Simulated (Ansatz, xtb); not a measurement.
## Relative energy of two conformers of CH2OS

Structure a is `OC=S`, a singlet and structure b is `OC=S`, a singlet. Both are isolated molecules in the gas phase, relaxed with B3LYP-D3(BJ)/def2-SVP.

a (Å):

```xyz
5

C    -0.2900    0.3867    0.3655
O    -1.6062    0.1641    0.2878
S     0.4041    1.8229    0.0941
H    -1.7958   -0.7657    0.4893
H     0.2960   -0.5112    0.6362
```

b (Å):

```json
{"atom": "C", "x (Å)": "0.1515", "y (Å)": "-0.2603", "z (Å)": "0.0968"}
{"atom": "O", "x (Å)": "-0.4156", "y (Å)": "-1.3346", "z (Å)": "-0.4392"}
{"atom": "S", "x (Å)": "0.8886", "y (Å)": "-0.1827", "z (Å)": "1.5448"}
{"atom": "H", "x (Å)": "-0.3091", "y (Å)": "-2.0695", "z (Å)": "0.1950"}
{"atom": "H", "x (Å)": "0.0539", "y (Å)": "0.5957", "z (Å)": "-0.5884"}
```

Which of the two would you expect CCSD(T)/def2-TZVPP electronic energies to favour?

Structure b; the calculation gives E(b) − E(a) = −5.3 kcal/mol.

How the difference moves with the method:

```json
{"level": "B3LYP-D3(BJ)/def2-SVP", "geometry": "B3LYP-D3(BJ)/def2-SVP", "E(b) − E(a) (kcal/mol)": "−6.0", "departure from the last row (kcal/mol)": "−0.8", "job, with rough time for the two": "optimisation, 46 s"}
{"level": "HF/def2-TZVPP", "geometry": "B3LYP-D3(BJ)/def2-SVP", "E(b) − E(a) (kcal/mol)": "−5.6", "departure from the last row (kcal/mol)": "−0.4", "job, with rough time for the two": "part of the CCSD(T) run"}
{"level": "MP2/def2-TZVPP", "geometry": "B3LYP-D3(BJ)/def2-SVP", "E(b) − E(a) (kcal/mol)": "−5.3", "departure from the last row (kcal/mol)": "−0.1", "job, with rough time for the two": "part of the CCSD(T) run"}
{"level": "CCSD(T)/def2-TZVPP", "geometry": "B3LYP-D3(BJ)/def2-SVP", "E(b) − E(a) (kcal/mol)": "−5.3", "departure from the last row (kcal/mol)": "", "job, with rough time for the two": "single point, 56 s"}
```

None of the levels shown reverses the order. The largest departure from CCSD(T)/def2-TZVPP is that of B3LYP-D3(BJ)/def2-SVP, 0.8 kcal/mol. Levels run at GFN2-xTB geometries aren't shown.

With harmonic frequencies from B3LYP-D3(BJ)/def2-SVP (ideal gas, rigid rotor, one conformer each, 298.15 K, 1 atm): the zero-point term adds +0.3 kcal/mol; ΔH is −5.0 and ΔG −4.9 kcal/mol.

The correlated steps freeze 7 core orbitals. Programs: Ansatz 0.2.0; the last row on 1 thread of AMD EPYC (Zen 3) on a shared host.
